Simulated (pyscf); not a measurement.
Hydrogen abstraction: HO–Pb:–OH [singlet] + H atom (H•) → [O=Pb–OH]• + hydrogen (H₂)

Gas phase, doublet surface, charge 0. Bonds broken: O2–H4. Bonds formed: H4–H6. PySCF, gas phase, ωB97X-D3(BJ)/def2-SVP geometries.

Transition state (Å):

```xyz
6

Pb     0.4479     0.7147    -1.5883
O      1.6448     0.7990     0.1801
O     -1.2160    -0.2611    -0.7904
H      1.0737     0.2447     1.2407
H     -1.1428    -0.4729     0.1487
H      0.5147    -0.1569     1.7474
```

One imaginary mode, 960i cm⁻¹; descent along it reached the two sides named.

| bond | change | reactant side (Å) | saddle | product side |
|---|---|---|---|---|
| O2–H4 | breaks | 0.965 | 1.326 | 2.283 |
| H4–H6 | forms | 3.0 | 0.855 | 0.763 |

Electronic energies relative to the separated reactants (eV):

| level | barrier | reaction energy | reverse barrier |
|---|---|---|---|
| ωB97X-D3(BJ)/def2-TZVP | 0.64 | +0.45 | 0.19 |
| PBE/def2-TZVP | 0.44 | +0.51 | -0.08 |
| r²SCAN/def2-TZVP | 0.41 | +0.35 | 0.06 |
| B3LYP-D3(BJ)/def2-TZVP | 0.39 | +0.30 | 0.09 |
| PBE0-D3(BJ)/def2-TZVP | 0.59 | +0.51 | 0.08 |
| M06-2X/def2-TZVP | 0.78 | +0.52 | 0.26 |
| ωB97M-D3(BJ)/def2-TZVP | 0.67 | +0.47 | 0.20 |
| HF/def2-TZVP | 0.92 | +0.02 | 0.90 |

With ωB97M-D3(BJ)/def2-TZVP energies and thermal terms (ideal gas, 1 atm, RRHO with modes under 100 cm⁻¹ raised to 100, one conformer, R ln 2 for chiral ones without a mode under 150 cm⁻¹), in eV:

```json
[
 {"T (K)": "298", "ΔH‡": "0.59", "ΔG‡": "0.85", "ΔH": "+0.46", "ΔG": "+0.39"},
 {"T (K)": "600", "ΔH‡": "0.57", "ΔG‡": "1.13", "ΔH": "+0.44", "ΔG": "+0.33"},
 {"T (K)": "900", "ΔH‡": "0.56", "ΔG‡": "1.42", "ΔH": "+0.42", "ΔG": "+0.28"},
 {"T (K)": "1200", "ΔH‡": "0.55", "ΔG‡": "1.70", "ΔH": "+0.39", "ΔG": "+0.24"}
]
```

At PBE this geometry lies under the product side: in single points on another level's saddle the reverse barrier vanishes, and the forward threshold there is about the reaction energy. This is the saddle that the search found; another between the same sides may lie lower. The angle at the transferred H is 162°. Elements past Kr carry the def2 core potentials, without spin-orbit coupling.
